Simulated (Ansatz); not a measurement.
System: zinc-blende GaAs. Method: r²SCAN in Ansatz (plane waves, PAW).

The same calculation (at the measured cell, 22.584 Å³/atom) with different numerical settings:

```json
[
 {"run": "1", "k mesh": "4×4×4", "electronic dielectric constant ε∞": "9.428", "static dielectric constant": "11.395", "TO(Γ) frequency (cm⁻¹)": "269.5", "rough time": "30 core-s"},
 {"run": "2", "k mesh": "6×6×6", "electronic dielectric constant ε∞": "10.477", "static dielectric constant": "12.416", "TO(Γ) frequency (cm⁻¹)": "267.9", "rough time": "60 core-s"},
 {"run": "3", "k mesh": "8×8×8", "electronic dielectric constant ε∞": "10.989", "static dielectric constant": "12.916", "TO(Γ) frequency (cm⁻¹)": "267.6", "rough time": "100 core-s"},
 {"run": "4", "k mesh": "12×12×12", "electronic dielectric constant ε∞": "11.360", "static dielectric constant": "13.281", "TO(Γ) frequency (cm⁻¹)": "267.4", "rough time": "4 core-min"},
 {"run": "5", "k mesh": "16×16×16", "electronic dielectric constant ε∞": "11.461", "static dielectric constant": "13.380", "TO(Γ) frequency (cm⁻¹)": "267.4", "rough time": "10 core-min"},
 {"run": "6", "k mesh": "20×20×20", "electronic dielectric constant ε∞": "11.494", "static dielectric constant": "13.413", "TO(Γ) frequency (cm⁻¹)": "267.4", "rough time": "20 core-min"}
]
```

In the column high-frequency dielectric constant the first row differs from the last by -2.066 and the next to last by -0.033.

The last row is no converged limit: other settings stay fixed.

Ansatz is a first-principles code.
